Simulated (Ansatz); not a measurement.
The input, for Ansatz 0.2.0:

```yaml
crystal:
  periodic: [false, false, false]
  atoms:
    - {symbol: Al, position_ang: [0.067598, 0.148566, 1.188160]}
    - {symbol: O, position_ang: [-0.097276, -0.199498, -0.434295]}
    - {symbol: O, position_ang: [-0.020656, 0.023994, -1.705914]}
    - {symbol: H, position_ang: [0.062453, -1.191114, 2.166472]}
basis:
  gaussian: {orbitals: cc-pVDZ}
magnetization: {spin_polarized: false}
correlation: {method: mp2, electrons: all}
accuracy: high
output: {forces: true}
```

```sh
$ ansatz run in.yaml --threads 1 --pin off --events-out ev --progress --plain --max-ram 2393MiB
```

Log:

```
1027 factors; integrals over basis functions are off by at most 3.3e-9 eV
mean field evaluation 1: about -10661.1049 eV, gradient 3.9e1 eV
mean field evaluation 2: about -10661.1120 eV, gradient 3.9e1 eV
mean field evaluation 4: about -10666.1458 eV, gradient 9.8e0 eV
mean field evaluation 8: about -10666.6018 eV, gradient 7.3e-1 eV
mean field evaluation 16: about -10666.6077 eV, gradient 1.9e-8 eV
mean field evaluation 32: about -10666.4658 eV, gradient 4.6e0 eV
mean field -10666.60774603 eV, -391.9906045801 hartree, gradient 3.3e-8 eV, S^2 0.000000; 4 other end points of the search recorded, 0 dependent functions left out; unrestricted orbitals would lower it
unrestricted determinant -10669.51248931 eV, -392.0973519267 hartree, S^2 0.9977
reference -10666.60774603 eV, -391.9906045801 hartree; 15, 15 occupied and 36, 36 virtual orbitals, 1027 factors
second order -13.59671214 eV of doubles, -0.00000000 eV of singles
the calculation of the forces begins
Total energy: -10680.20445817 eV, -392.4902745352 hartree
Atom 0 at     0.067598     0.148566     1.188160 Å, force     0.312093     0.449988     3.754228 eV/Å
Atom 1 at    -0.097276    -0.199498    -0.434295 Å, force    -0.022928    -0.557158    -4.667705 eV/Å
Atom 2 at    -0.020656     0.023994    -1.705914 Å, force    -0.226611    -0.345369     1.600944 eV/Å
Atom 3 at     0.062453    -1.191114     2.166472 Å, force    -0.062554     0.452540    -0.687467 eV/Å
Dipole moment:     0.035989     0.092465     0.219347 e Å
```

Forces (eV/Å):
```
Al   0.312  0.450  3.754
O   -0.023 -0.557 -4.668
O   -0.227 -0.345  1.601
H   -0.063  0.453 -0.687
```

Ran on 1 thread of Arm Neoverse V2, shared host: 2.2 s wall, 0.17 GiB peak host memory.
